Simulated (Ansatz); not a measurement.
`FCSCS`, relaxed with RKS PBE0-D4/def2-TZVP in the Gaussian-basis code of Ansatz from a PBE-D4/def2-SVP geometry. The force threshold is 0.005 eV/Å; the program also tests the step.

Charge 0, multiplicity 1.

Start:

```xyz
10

F     0.348   -2.251   -0.307
C    -0.236   -1.204   -0.994
S    -1.305   -0.186    0.051
C    -0.011    0.599    1.080
S     1.197    1.669    0.216
H     0.567   -0.555   -1.410
H    -0.881   -1.594   -1.810
H    -0.549    1.158    1.870
H     0.591   -0.191    1.569
H     0.279    2.554   -0.265
```

```csv
step,energy (eV),largest force (eV/Å),largest move (Å)
1,-26533.0877,0.680,0.000
2,-26533.1349,0.298,0.024
3,-26533.1430,0.131,0.021
4,-26533.1438,0.058,0.011
5,-26533.1440,0.035,0.004
6,-26533.1440,0.004,0.003
```

End:

```xyz
10

F     0.321   -2.264   -0.330
C    -0.237   -1.190   -0.992
S    -1.270   -0.196    0.060
C    -0.005    0.598    1.074
S     1.172    1.665    0.217
H     0.576   -0.580   -1.392
H    -0.873   -1.565   -1.797
H    -0.545    1.155    1.839
H     0.595   -0.163    1.574
H     0.267    2.539   -0.252
```

Hardware: 4 threads of a server CPU on a shared host. Wall time 28 s, peak host memory 0.55 GiB.
